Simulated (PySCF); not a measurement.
# C5H6O: electronic excitations and core binding energies

What electronic excitations and core binding energies should C5H6O (`C=C/C=C/C=O`) show?

Computed with PySCF 2.14.0, with density-fitted response routines of our own, on a single molecule in the gas phase. Atoms are numbered from 0 throughout.

**1. Starting geometry**

12 atoms, charge 0, multiplicity 1; geometry from: GFN2-xTB.

Bonds of the start (Å): C0–C1 1.33, C1–C2 1.44, C2–C3 1.34, C3–C4 1.45, C4–O5 1.21, C0–H6 1.08, C0–H7 1.08, C1–H8 1.08, C2–H9 1.08, C3–H10 1.08, C4–H11 1.11.

**2. TDDFT and polarisability: CAM-B3LYP/def2-SVPD**

Job settings and geometry (Å):

```
{"job": {"kind": "uv", "xc": "CAM-B3LYP", "basis": "def2-SVPD", "nstates": 8, "ntriplets": 3}, "charge": 0, "multiplicity": 1}
C     -1.810298     0.745760     1.448281
C     -0.761213    -0.004011     1.114517
C     -0.058977     0.135890    -0.133136
C      1.000443    -0.609408    -0.488740
C      1.684040    -0.437683    -1.759887
O      2.638094    -1.078692    -2.127906
H     -2.191224     1.507660     0.787849
H     -2.321683     0.624913     2.387296
H     -0.394140    -0.763777     1.791518
H     -0.425762     0.896497    -0.812368
H      1.390765    -1.376323     0.166713
H      1.251154     0.358487    -2.400165
```

Level: TDDFT CAM-B3LYP/def2-SVPD, vertical, gas phase, core orbitals frozen in the response.

What it wrote:

```text
coarse grid: 10240 points
cycle   1  E = -268.8011556431  dE =  9.652e-01  |g| = 7.701e-01  |ddm| = 5.518e+00
cycle   2  E = -268.5422480419  dE =  2.589e-01  |g| = 1.416e+00  |ddm| = 3.854e+00
cycle   3  E = -268.9327603105  dE = -3.905e-01  |g| = 6.251e-02  |ddm| = 2.758e+00
cycle   4  E = -268.9337239773  dE = -9.637e-04  |g| = 3.888e-02  |ddm| = 1.960e-01
cycle   5  E = -268.9341302348  dE = -4.063e-04  |g| = 9.084e-03  |ddm| = 9.021e-02
cycle   6  E = -268.9341538211  dE = -2.359e-05  |g| = 4.593e-03  |ddm| = 2.937e-02
cycle   7  E = -268.9341606021  dE = -6.781e-06  |g| = 1.337e-03  |ddm| = 1.320e-02
final grid: 99480 points
cycle   8  E = -268.9937127599  dE = -2.637e-05  |g| = 3.358e-03  |ddm| = 8.907e-02
cycle   9  E = -268.9937119598  dE =  8.001e-07  |g| = 4.247e-03  |ddm| = 1.197e-02
cycle  10  E = -268.9937155731  dE = -3.613e-06  |g| = 8.184e-04  |ddm| = 6.003e-03
cycle  11  E = -268.9937157061  dE = -1.331e-07  |g| = 1.384e-04  |ddm| = 1.216e-03
cycle  12  E = -268.9937157113  dE = -5.118e-09  |g| = 7.932e-05  |ddm| = 4.564e-04
cycle  13  E = -268.9937157130  dE = -1.740e-09  |g| = 1.583e-05  |ddm| = 1.426e-04
cycle  14  E = -268.9937157131  dE = -1.221e-10  |g| = 7.352e-06  |ddm| = 7.109e-05
converged SCF energy = -268.9937157131

Static polarisability (au): isotropic 74.957, principal 40.467 56.100 128.303

Singlet excitations
state   eV       nm        f      main configurations
  1   3.6938    335.7   0.00015   H-1->L 0.86, H-1->L+3 0.10
  2   5.1770    239.5   0.86592   H->L 0.97
  3   6.8342    181.4   0.00053   H-1->L+3 0.35, H-1->L+5 0.30, H-3->L 0.18
  4   7.0980    174.7   0.00004   H-3->L 0.73, H-1->L+3 0.08
  5   7.1716    172.9   0.01923   H-2->L 0.57, H->L+3 0.29, H->L+5 0.09
  6   7.2342    171.4   0.00494   H->L+1 0.94
  7   7.3125    169.6   0.00299   H->L+2 0.89
  8   7.5244    164.8   0.06884   H->L+3 0.41, H-2->L 0.18, H-1->L+4 0.14

Triplet excitations (Tamm-Dancoff, eV): 2.7930 3.1886 4.7362
```

Wall time 24 s (1 thread, shared host).

The orbitals next to the gap, with their largest atomic shares:

```
orbital      eV                       atoms
 HOMO−3  -12.14   C1 24 %, C2 18 %, C0 15 %
 HOMO−2  -11.39   C1 27 %, C2 22 %, C0 16 %
 HOMO−1   -9.01   O5 64 %, C4 16 %, H11 9 %
   HOMO   -8.70   C0 23 %, C3 23 %, C1 17 %
   LUMO   -1.28   C2 19 %, C0 18 %, O5 16 %
 LUMO+1    1.38   C0 30 %, H6 15 %, H9 14 %
 LUMO+2    1.55  H8 21 %, C1 18 %, H10 13 %
```

With each of the 8 states as a Gaussian band of 0.4 eV half-width at 1/e, the curve within the window shown has maxima at 239 nm (ε 35,000), 166 nm (ε 3,400) L/(mol cm). Beyond the last state computed it falls off for lack of states. The curve at chosen wavelengths:

| nm | ε (L/mol/cm) |
| --- | --- |
| 158 | 1689 |
| 168 | 3283 |
| 177 | 1305 |
| 187 | 167 |
| 197 | 27 |
| 206 | 482 |
| 216 | 5262 |
| 226 | 20133 |
| 235 | 33381 |
| 245 | 31756 |
| 255 | 18222 |
| 264 | 7877 |
| 274 | 2312 |
| 284 | 534 |
| 294 | 103 |
| 303 | 23 |
| 313 | 7 |
| 323 | 6 |
| 332 | 6 |
| 342 | 6 |
| 352 | 5 |
| 361 | 4 |
| 371 | 3 |
| 381 | 2 |
| 390 | 1 |
| 400 | 1 |

Ground-state properties from the same run:

```
           property  computed
  dipole moment (D)      4.35
polarisability (Å³)     11.11
 HOMO–LUMO gap (eV)      7.42
      −ε(HOMO) (eV)      8.70
```

**3. Core holes by ΔSCF: SCAN, X2C**

Same as in step 2 but for these lines:

```diff
@@ -1,2 +1,2 @@
-{"job": {"kind": "uv", "xc": "CAM-B3LYP", "basis": "def2-SVPD", "nstates": 8, "ntriplets": 3}, "charge": 0, "multiplicity": 1}
+{"job": {"kind": "xps"}, "charge": 0, "multiplicity": 1}
 C     -1.810298     0.745760     1.448281
```

With the program's defaults for keys left out, this is: delta-SCF UKS SCAN, pcX-2 on the ionised atom, pcseg-1 elsewhere, spin-free X2C.

What it wrote:

```text
ground state, core basis on atom 0 (C), 145 functions
  cycle   1  E = -269.15879658  |g| = 7.30e-01
  cycle   2  E = -268.57575626  |g| = 1.75e+00
  cycle   3  E = -269.25473274  |g| = 2.88e-01
  cycle   4  E = -269.27426714  |g| = 1.03e-01
  cycle   5  E = -269.27587717  |g| = 7.45e-02
  cycle   6  E = -269.27754592  |g| = 1.29e-02
  cycle   7  E = -269.27758246  |g| = 6.99e-03
  cycle   8  E = -269.27759362  |g| = 2.26e-03
  cycle   9  E = -269.27759505  |g| = 5.27e-04
  cycle  10  E = -269.27759611  |g| = 1.17e-04
  E(ground) = -269.28981431 Eh
hole in C 1s of atom 0
  cycle   1  E = -258.00729032  |g| = 1.51e+00
  cycle   2  E = -255.76607463  |g| = 2.23e+00
  cycle   3  E = -257.61621119  |g| = 1.29e+00
  cycle   4  E = -258.54509412  |g| = 3.43e-01
  cycle   5  E = -258.56911850  |g| = 2.47e-01
  cycle   6  E = -258.60034216  |g| = 7.24e-02
  cycle   7  E = -258.60237487  |g| = 3.62e-02
  cycle   8  E = -258.60306701  |g| = 9.76e-03
  cycle   9  E = -258.60314406  |g| = 4.92e-03
  cycle  10  E = -258.60317752  |g| = 3.40e-03
  cycle  11  E = -258.60321009  |g| = 2.26e-03
  cycle  12  E = -258.60323956  |g| = 2.02e-03
  cycle  13  E = -258.60325247  |g| = 1.35e-03
  cycle  14  E = -258.60326212  |g| = 7.76e-04
  cycle  15  E = -258.60326520  |g| = 2.39e-04
  E(ion) = -258.61455084 Eh   <S^2> = 0.8139   hole on atom = 1.000   binding energy = 290.489 eV
ground state, core basis on atom 1 (C), 145 functions
  cycle   1  E = -269.27804226  |g| = 6.31e-02
  cycle   2  E = -269.27701352  |g| = 6.70e-02
  cycle   3  E = -269.27774561  |g| = 4.27e-02
  cycle   4  E = -269.27826086  |g| = 1.43e-02
  cycle   5  E = -269.27831432  |g| = 3.26e-03
  cycle   6  E = -269.27831812  |g| = 8.48e-04
  cycle   7  E = -269.27831731  |g| = 4.60e-04
  E(ground) = -269.29076140 Eh
hole in C 1s of atom 1
  cycle   1  E = -258.00154064  |g| = 1.51e+00
  cycle   2  E = -255.00020882  |g| = 2.46e+00
  cycle   3  E = -257.42505179  |g| = 1.36e+00
  cycle   4  E = -258.55058904  |g| = 2.14e-01
  cycle   5  E = -258.50947756  |g| = 3.22e-01
  cycle   6  E = -258.57206492  |g| = 9.61e-02
  cycle   7  E = -258.57701211  |g| = 3.33e-02
  cycle   8  E = -258.57751128  |g| = 1.76e-02
  cycle   9  E = -258.57777496  |g| = 8.38e-03
  cycle  10  E = -258.57796461  |g| = 7.01e-03
  cycle  11  E = -258.57818844  |g| = 6.71e-03
  cycle  12  E = -258.57845686  |g| = 5.61e-03
  cycle  13  E = -258.57865311  |g| = 4.81e-03
  cycle  14  E = -258.57867013  |g| = 2.45e-03
  cycle  15  E = -258.57870139  |g| = 1.12e-03
  cycle  16  E = -258.57870290  |g| = 6.71e-04
  cycle  17  E = -258.57870414  |g| = 4.87e-04
  E(ion) = -258.58960127 Eh   <S^2> = 0.9100   hole on atom = 1.000   binding energy = 291.193 eV
ground state, core basis on atom 2 (C), 145 functions
  cycle   1  E = -269.27777380  |g| = 6.00e-02
  cycle   2  E = -269.27739664  |g| = 4.37e-02
  cycle   3  E = -269.27732994  |g| = 4.38e-02
  cycle   4  E = -269.27786948  |g| = 1.29e-02
  cycle   5  E = -269.27791872  |g| = 2.71e-03
  cycle   6  E = -269.27792099  |g| = 5.47e-04
  cycle   7  E = -269.27791966  |g| = 2.00e-04
  E(ground) = -269.29029278 Eh
hole in C 1s of atom 2
  cycle   1  E = -257.99097825  |g| = 1.51e+00
  cycle   2  E = -255.66455796  |g| = 2.43e+00
  cycle   3  E = -257.81400814  |g| = 1.20e+00
  cycle   4  E = -258.49810648  |g| = 3.67e-01
  cycle   5  E = -258.36424976  |g| = 5.41e-01
  cycle   6  E = -258.56301769  |g| = 1.37e-01
  cycle   7  E = -258.57250054  |g| = 5.81e-02
  cycle   8  E = -258.57432038  |g| = 1.79e-02
  cycle   9  E = -258.57468399  |g| = 1.01e-02
  cycle  10  E = -258.57490017  |g| = 8.27e-03
  cycle  11  E = -258.57517099  |g| = 7.53e-03
  cycle  12  E = -258.57541330  |g| = 5.64e-03
  cycle  13  E = -258.57559192  |g| = 4.46e-03
  cycle  14  E = -258.57563448  |g| = 2.30e-03
  cycle  15  E = -258.57565134  |g| = 1.50e-03
  cycle  16  E = -258.57566011  |g| = 1.02e-03
  cycle  17  E = -258.57566105  |g| = 7.90e-04
  cycle  18  E = -258.57566274  |g| = 6.67e-04
  cycle  19  E = -258.57566420  |g| = 4.56e-04
  E(ion) = -258.58643217 Eh   <S^2> = 0.9294   hole on atom = 1.000   binding energy = 291.267 eV
ground state, core basis on atom 3 (C), 145 functions
  cycle   1  E = -269.27832303  |g| = 6.24e-02
  cycle   2  E = -269.27764902  |g| = 5.76e-02
  cycle   3  E = -269.27784954  |g| = 4.86e-02
  cycle   4  E = -269.27847410  |g| = 1.59e-02
  cycle   5  E = -269.27853728  |g| = 3.64e-03
  cycle   6  E = -269.27854042  |g| = 5.61e-04
  cycle   7  E = -269.27853924  |g| = 3.84e-04
  E(ground) = -269.29116839 Eh
hole in C 1s of atom 3
  cycle   1  E = -258.01388825  |g| = 1.52e+00
  cycle   2  E = -256.49965000  |g| = 2.27e+00
  cycle   3  E = -258.32887687  |g| = 7.51e-01
  cycle   4  E = -258.44637584  |g| = 5.96e-01
  cycle   5  E = -258.57770258  |g| = 2.08e-01
  cycle   6  E = -258.59798146  |g| = 8.27e-02
  cycle   7  E = -258.60147826  |g| = 3.60e-02
  cycle   8  E = -258.60217767  |g| = 7.60e-03
  cycle   9  E = -258.60222114  |g| = 3.36e-03
  cycle  10  E = -258.60223356  |g| = 1.89e-03
  cycle  11  E = -258.60224075  |g| = 1.04e-03
  cycle  12  E = -258.60224353  |g| = 9.37e-04
  cycle  13  E = -258.60224493  |g| = 3.08e-04
  E(ion) = -258.61402962 Eh   <S^2> = 0.7877   hole on atom = 1.000   binding energy = 290.540 eV
ground state, core basis on atom 4 (C), 145 functions
  cycle   1  E = -269.28130477  |g| = 5.96e-02
  cycle   2  E = -269.28092514  |g| = 4.15e-02
  cycle   3  E = -269.28071424  |g| = 4.78e-02
  cycle   4  E = -269.28140271  |g| = 1.01e-02
  cycle   5  E = -269.28142935  |g| = 3.03e-03
  cycle   6  E = -269.28143251  |g| = 6.17e-04
  cycle   7  E = -269.28143317  |g| = 2.28e-04
  E(ground) = -269.29346765 Eh
hole in C 1s of atom 4
  cycle   1  E = -257.95358774  |g| = 1.50e+00
  cycle   2  E = -255.77256423  |g| = 2.31e+00
  cycle   3  E = -255.17169285  |g| = 1.91e+00
  cycle   4  E = -258.18932236  |g| = 7.89e-01
  cycle   5  E = -258.45955140  |g| = 3.56e-01
  cycle   6  E = -258.49703866  |g| = 1.90e-01
  cycle   7  E = -258.51888187  |g| = 5.68e-02
  cycle   8  E = -258.51994108  |g| = 3.61e-02
  cycle   9  E = -258.52069489  |g| = 1.13e-02
  cycle  10  E = -258.52078797  |g| = 3.85e-03
  cycle  11  E = -258.52080144  |g| = 2.07e-03
  cycle  12  E = -258.52080804  |g| = 1.83e-03
  cycle  13  E = -258.52081340  |g| = 8.96e-04
  cycle  14  E = -258.52081361  |g| = 2.73e-04
  E(ion) = -258.53175556 Eh   <S^2> = 0.7921   hole on atom = 1.000   binding energy = 292.841 eV
ground state, core basis on atom 5 (O), 145 functions
  cycle   1  E = -269.30538599  |g| = 9.61e-02
  cycle   2  E = -269.30389853  |g| = 9.08e-02
  cycle   3  E = -269.30387337  |g| = 9.22e-02
  cycle   4  E = -269.30561021  |g| = 9.83e-03
  cycle   5  E = -269.30563300  |g| = 2.19e-03
  cycle   6  E = -269.30563503  |g| = 6.52e-04
  cycle   7  E = -269.30563517  |g| = 1.96e-04
  E(ground) = -269.31542637 Eh
hole in O 1s of atom 5
  cycle   1  E = -248.71196126  |g| = 2.22e+00
  cycle   2  E = -247.63245081  |g| = 2.36e+00
  cycle   3  E = -249.11966558  |g| = 8.07e-01
  cycle   4  E = -249.02926108  |g| = 8.49e-01
  cycle   5  E = -249.54918987  |g| = 1.57e-01
  cycle   6  E = -249.55088471  |g| = 1.63e-01
  cycle   7  E = -249.56526903  |g| = 4.96e-02
  cycle   8  E = -249.56665110  |g| = 1.38e-02
  cycle   9  E = -249.56677035  |g| = 4.00e-03
  cycle  10  E = -249.56678831  |g| = 1.99e-03
  cycle  11  E = -249.56679616  |g| = 1.30e-03
  cycle  12  E = -249.56680173  |g| = 9.95e-04
  cycle  13  E = -249.56680412  |g| = 9.14e-04
  cycle  14  E = -249.56680529  |g| = 3.22e-04
  E(ion) = -249.57795178 Eh   <S^2> = 0.7762   hole on atom = 1.000   binding energy = 537.084 eV
```

Wall time 59 s (1 thread, shared host).

The holes in one table. −ε is the ground-state orbital energy:

```
     hole  stands for                 environment          ΔSCF (eV)  −ε (eV)   ⟨S²⟩
C1s on C0          C0        terminal =CH2 carbon             290.49    274.3  0.814
C1s on C1          C1                   alkene CH  291.19 (doubtful)    274.5  0.910
C1s on C2          C2  β carbon of a C=C–C=O unit  291.27 (doubtful)    274.8  0.929
C1s on C3          C3  α carbon of a C=C–C=O unit             290.54    274.2  0.788
C1s on C4          C4    aldehyde carbonyl carbon             292.84    275.9  0.792
O1s on O5          O5             aldehyde oxygen             537.08    516.4  0.776
```

Doubtful: the ion did not converge, its hole moved, or its ⟨S²⟩ is well above 0.75.

**4. Summary of results**

| quantity | value |
| --- | --- |
| lowest singlet (CAM-B3LYP/def2-SVPD) | 3.69 eV (336 nm), f = 0.000 |
| brightest single state of those computed | state 2, 5.18 eV, f = 0.866 |
| lowest triplet | 2.79 eV |
| C1s binding energies, SCAN/pcX-2 (standing for 3 of 5 atoms) | C4 292.84, C3 290.54, C0 290.49 eV |
| O1s binding energies, SCAN/pcX-2 | O5 537.08 eV |

What this shows: The first singlet state (HOMO−1→LUMO 0.86, HOMO−1→LUMO+3 0.10) lies at 3.69 eV and is dark; of the 8 states computed, the strongest absorption comes from state 2 at 5.18 eV. The lowest triplet lies 0.90 eV below the lowest singlet (triplets in Tamm-Dancoff, singlets in full TDDFT). The C1s levels kept as sound span 2.35 eV, from C0 (terminal =CH2 carbon) up to C4 (aldehyde carbonyl carbon). Only 3 of the 5 C atoms are covered by sound results.
